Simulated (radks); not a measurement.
# Al²⁺ in [Ne] 3s1: an all-electron calculation

An exercise on one series of results from a longer session: the logs are not shown, and one member is left open.

Method: scalar-relativistic Kohn-Sham, r2SCAN, spin-polarised, spherical densities, finite nucleus; open shells are filled with parallel spins first. Code: radks (a radial shooting solver on a logarithmic mesh, Libxc functionals) version 1.

## The system

* element: aluminium (Z = 13)
* charge: +2
* electrons: 11
* configuration: [Ne] 3s1
* nuclear rms radius: 3.061 fm

Outer shells as boxes (Hund's rule):

Al²⁺
```
[Ne] core
3s [↑ ]
```

Set-up of the first run:

The run's settings:

```text
Z 13
configuration [Ne] 3s1 3p0 4s0
relativity scalar-relativistic
functional r2scan,r2scan
spin polarised
nucleus finite rms 3.061 fm
c 137.035999084
```

One table of the session follows, with a row left open; its other results are not shown here.

It belongs to the step «Orbitals and density». Radial moments (bohr):

| level | <r> | outermost maximum (interpolated) | 90 % within | nodes |
| --- | --- | --- | --- | --- |
| 1s up | 0.1202 | 0.0784 | 0.215 | 0 |
| 1s down | 0.1202 | 0.0784 | 0.215 | 0 |
| 2s up | ? | ? | ? | ? |
| 2s down | 0.6227 | 0.496 | 0.984 | 1 |
| 2p up | 0.6000 | 0.429 | 1.01 | 0 |
| 2p down | 0.5987 | 0.429 | 1.01 | 0 |
| 3s up | 2.202 | 1.92 | 3.26 | 2 |
| 3p up | 2.506 | 2.19 | 3.75 | 1 |

Estimate the missing values for 2s up.

The run gave: <r>: 0.6222; outermost maximum (interpolated): 0.495; 90 % within: 0.983; nodes: 1. In the column «<r>» it lies between 2p up (0.6000) and 2s down (0.6227).
